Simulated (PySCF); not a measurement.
Telling isomers of C4H7NO apart by NMR

[PySCF: couplings computed with B3LYP/pcJ-1 (spin–dipole term left out of most H,H and C,H couplings); GIAO PBE0/pcSseg-1 shieldings; PBE0-D3(BJ)/def2-SVP geometry; no solvent; rapidly exchanging positions averaged; relativity neglected; a single conformation]

References, each an isolated molecule treated in the same way: ¹H, ¹³C against TMS. Multiplet labels drop J under 1 Hz and among equivalent protons, and merge close values. Unscaled 3J(H,H) run several per cent high. Vicinal couplings that depend on rotamer populations or ring flexing (ring, CH–CH, X–H and H–F types) are those of the one conformer. Acid and N–H amide carbonyl carbons lie up to 10 ppm further downfield in solution (hydrogen bonding). Shifts are as computed. Against solution values, carbons near 30 ppm lie about +2 ppm off and those near 130 ppm about +5 ppm. Of 1309 compounds with measured shifts, 239 miss one by over three times the rms of a fit or turn the order of signals round; such compounds aren't used in these exercises. Groups on amide-type nitrogens are kept apart (slow C–N rotation). OH and NH positions are gas-phase values without hydrogen bonding to other molecules.

(1) Tabulate the signals of `NC(=O)C1CC1`, `CC1=NCCO1` and their relative energies.

(2) What is the quickest way to tell NC(=O)C1CC1 from CC1=NCCO1?

Answers

(1) 
| SMILES | carbon types | δC | δH | E rel. (kcal/mol) |
| --- | --- | --- | --- | --- |
| NC(=O)C1CC1 | 1×C 1×CH 2×CH2 | 173.9, 14.2, 9.6 | 4.82 (br, 1H), 4.32 (br, 1H), 0.95 (m, 2H), 0.71 (m, 1H), 0.58 (m, 2H) | 0.0 |
| CC1=NCCO1 | 1×C 2×CH2 1×CH3 | 169.6, 68.2, 57.5, 15.4 | 3.98 (m, 2H), 3.78 (m, 2H), 1.85 (t, 3H) | 4.6 |

Energies are electronic energies at PBE0/pcSseg-1 on these geometries, without zero-point or thermal terms, each for the one conformer computed, which needn't be the lowest.

(2) Count the carbon signals: 3 against 4. The first has a three-membered-ring carbon (CH) at 14.2 ppm, the second a methyl carbon (CH3) at 15.4 ppm. Their most deshielded carbons lie at 173.9 and 169.6 ppm. In the proton spectra the most deshielded non-exchanging signals are 0.95 (m, 2H) and 3.98 (m, 2H).
